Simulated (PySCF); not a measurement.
Difluoroborane, BF2H.
Atom-mapped SMILES: `[F:1][BH:2][F:3]` (hydrogens: H4 on B2)

Computed with PySCF at CAM-B3LYP/def2-SVPD, non-relativistic, on one gas-phase PBE0-D3(BJ)/def2-SVP geometry that isn't relaxed in the solvent. The solvent is an IEF-PCM continuum (Bondi radii, 1.10 Å for H, scaled by 1.2), and excitations are vertical TDDFT with non-equilibrium linear response and a frozen core. The model holds no explicit solvent molecules, cavitation or dispersion.

```
run  E − E(gas) (kcal/mol)  HOMO (eV)  HOMO–LUMO gap (eV)  dipole (D)  lowest singlet (eV)  static polarisability (au)
gas                   0.00     -12.50               13.15        0.97                 8.64                        16.4
  P                  -0.56     -12.42               13.17        1.04                 8.62                        17.4
  Q                  -1.20     -12.35               13.20        1.12                 8.64                        18.6
```

Question: The runs were made in cyclohexane and dichloromethane. Which run belongs to which solvent?

Answer: P = cyclohexane, Q = dichloromethane. The dielectric constants are 2.017 (cyclohexane), 8.93 (dichloromethane), and the energy falls further as ε rises. The optical constants n² used for the excitations are 2.04, 2.03 in the same order. In this model the ground state sees the solvent through ε alone.

Question: How constant is the ratio of the lowering to (ε − 1)/(2ε + 1)?

Answer: 
| solvent | (ε − 1)/(2ε + 1) | E − E(gas) (kcal/mol) | ratio (kcal/mol) | polarisation term (kcal/mol) |
| --- | --- | --- | --- | --- |
| cyclohexane | 0.202 | -0.56 | -2.8 | -0.59 |
| dichloromethane | 0.420 | -1.20 | -2.9 | -1.30 |

The ratio changes by +3.2 % in size from cyclohexane to dichloromethane. The polarisation term is half the interaction of the solute with the induced surface charges.
